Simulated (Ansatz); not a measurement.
The same path of CH$_{4}$SSi (7 atoms, charge 0, multiplicity 1) was run twice with different band settings. Lost on the way: C2–H7. Made: S3–H7.

Method: RKS PBE/def2-mTZVP (Ansatz 0.2.0).

Relaxed end points:

```xyz
7
Properties=species:S:1:pos:R:3
Si -0.696 0.276 -0.280
C 0.993 -0.310 0.352
S 1.344 -1.843 0.813
H -1.658 -0.863 -0.298
H -0.525 0.849 -1.656
H -1.190 1.375 0.614
H 1.793 0.448 0.409
```

```xyz
7
Properties=species:S:1:pos:R:3
Si -0.923 0.271 -0.380
C 0.761 -0.553 -0.247
S 1.618 -0.216 1.121
H -1.898 -0.854 -0.546
H -0.873 1.059 -1.654
H -1.418 1.175 0.721
H 2.794 -0.950 0.939
```

Common settings: spring 5.0 eV/Å²; optimiser quadratic models (default); start path through a guess of the saddle point; force threshold 0.05 eV/Å; iteration limit 60; end points relaxed.

| run | movable images | climbing image |
| --- | --- | --- |
| 1 | 7 | yes |
| 2 | 1 | no |

(1) What does each run give, and how far can it be trusted?

Answers

(1) Run 1: converged after 22 iterations, highest image 3.270 eV above the first end. Neighbouring images differ by up to 3.1 eV, so the band resolves the path poorly. A vibrational analysis at the climbing image gives one clearly imaginary mode, 1593i cm⁻¹: a first-order saddle point.
Run 2: converged after 14 iterations, highest image 1.957 eV above the first end. The highest image is an end point: on this band no image between the ends rises above it. So few images can step over the top or miss a turn of the path.
The orbitals stay closed-shell, which can raise the energy where a bond breaks towards radicals; this wasn't checked here.
